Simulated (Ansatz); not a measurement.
Worked example: correlation energy of SnH, doublet

Geometry: that of the SnH⁻, triplet, kept fixed.

```xyz
2

Sn    0.0000    0.0000    0.0000
H     0.0000    0.0000    1.8112
```

Basis def2-SVPD with its core potentials; Ansatz 0.2.0. Only valence electrons are correlated (noble-gas cores and the filled d shells of p-block atoms frozen), which leaves 5 electrons in 31 orbitals. R marks a restricted (for open shells ROHF) determinant. No spin–orbit coupling is included; scalar relativity enters through the core potentials alone.

Full CI is exact within this basis and frozen core; it isn't the basis-set limit.

RCCSD has a T1 diagnostic of 0.021 and a largest doubles amplitude of 0.06.

Runs differ by some tens of microhartree through their thresholds and, for an open shell, their frozen cores, so steps under 0.03 kcal/mol mean nothing.

Here the R and U totals at CCSDT(Q) differ by 0.12 kcal/mol, a measure of how far such totals hang on the determinant and its frozen core.

| level | total energy (hartree) |
| --- | --- |
| RHF | -213.894040 |
| RMP2 | -213.954109 |
| RCCSD | -213.974369 |
| RCCSD(T) | -213.975971 |
| RCCSDT | -213.976458 |
| RCCSDT(Q) | -213.976500 |
| full CI | -213.976493 |

Problem. What is the correlation energy at full CI, and what share of it do RMP2 and RCCSD(T) recover?

Solution. E(corr) = -213.976493 − (-213.894040) = -0.082453 hartree = -2.244 eV. RMP2: -0.060069 / -0.082453 = 72.85 %. RCCSD(T): -0.081931 / -0.082453 = 99.37 %.

Problem. By how many kcal/mol does RCCSD(T) miss full CI (1 hartree = 627.509 kcal/mol), and which steps make up the rest?

Solution. -213.975971 − (-213.976493) = 0.000522 hartree = 0.33 kcal/mol. Steps: RCCSDT − RCCSD(T) = -0.31, RCCSDT(Q) − RCCSDT = -0.03, full CI − RCCSDT(Q) = 0.00 kcal/mol. That is within 1 kcal/mol of the reference in this basis, which itself misses far more of the correlation at the basis-set limit.
